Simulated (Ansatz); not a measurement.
# AlNH2+ (doublet): the correlation ladder, cc-pVDZ

How much of the correlation energy of AlNH2+ (doublet) does each wave-function method recover here?

Method: cc-pVDZ, core rule «outside noble gas», up to 6 orbitals frozen; program: Ansatz 0.2.0, Gaussian basis.

Plan: UHF; CCSD(T) on ROHF; CCSD(T) on UHF; BCCD(T) on ROHF; CISD; CCSDT(Q) on ROHF; CCSDT(Q) on UHF; CCSDTQ on ROHF.

7 further runs of the same task are left out: 4 for a known fault of the program, 3 set aside as unsound or not needed.

## Step 1: The system

The geometry is a PBE0/def2-TZVP stationary point (not a proven minimum) of the parent state, kept for this charge and spin.

4 atoms, charge 1, spin multiplicity 2.

Atoms are counted from 1 here; the program's logs count them from 0.

Bond lengths: Al1–N2 1.614 Å, Al1–H3 1.559 Å, N2–H4 0.997 Å. Angles: N2–Al1–H3 173.6°, Al1–N2–H4 169.2°.

Coordinates:

```xyz
4
AlH2N
Al    0.0000   -0.0211    0.6643
N     0.0000    0.0382   -0.9486
H     0.0000    0.0963    2.2187
H     0.0000   -0.1134   -1.9344
```

## Step 2: UHF

Input file in.yaml:

```yaml
crystal:
  periodic: [false, false, false]
  atoms:
    - {symbol: Al, position_ang: [0.000000, -0.021076, 0.664322]}
    - {symbol: N, position_ang: [0.000000, 0.038158, -0.948564]}
    - {symbol: H, position_ang: [0.000000, 0.096278, 2.218682]}
    - {symbol: H, position_ang: [0.000000, -0.113360, -1.934441]}
basis:
  gaussian: {orbitals: cc-pVDZ}
total_charge: 1
magnetization: {spin_polarized: true, initial_magnetization: 1}
hamiltonian: {xc: hf}
output: {orbitals: {seedname: orbitals}}
```

Command:

```
$ ansatz run in.yaml --threads 1 --pin off --events-out ev --progress --plain --max-ram 4096MiB --backend cpu
```

Further steps of the session: CCSD(T) on ROHF; CCSD(T) on UHF; BCCD(T) on ROHF; CISD; CCSDT(Q) on ROHF; CCSDT(Q) on UHF; CCSDTQ on ROHF.

**Question.** What will the summary of the whole plan be? Wanted: RCCSDTQ below the RHF energy; RMP2 from RCCSDTQ; UMP2 from RCCSDTQ; RCCSD from RCCSDTQ; RCCSD(T) from RCCSDTQ; UCCSD(T) from RCCSDTQ; RCCSDT(Q) from RCCSDTQ; UCCSDT(Q) from RCCSDTQ; T1 diagnostic.

The runs gave:

```
                         quantity                                                              value
     RCCSDTQ below the RHF energy                                                         -5.6775 eV
                RMP2 from RCCSDTQ                                                         +817.9 meV
                UMP2 from RCCSDTQ                                                         +818.9 meV
               RCCSD from RCCSDTQ                                                         +140.7 meV
            RCCSD(T) from RCCSDTQ                                                          +29.2 meV
            UCCSD(T) from RCCSDTQ                                                          +28.9 meV
           RCCSDT(Q) from RCCSDTQ                                                           +0.6 meV
           UCCSDT(Q) from RCCSDTQ                                                           -0.7 meV
levels within 1 kcal/mol (43 meV)  RCCSD(T), UCCSD(T), BCCD(T), RCCSDT, UCCSDT, RCCSDT(Q), UCCSDT(Q)
                    T1 diagnostic                                                              0.020
```

In words: RCCSD(T) misses by +29.2 meV, 0.5 % of the correlation energy. These misses are within one basis, not against nature; the frozen cores of restricted and unrestricted runs differ, which can shift their rows.
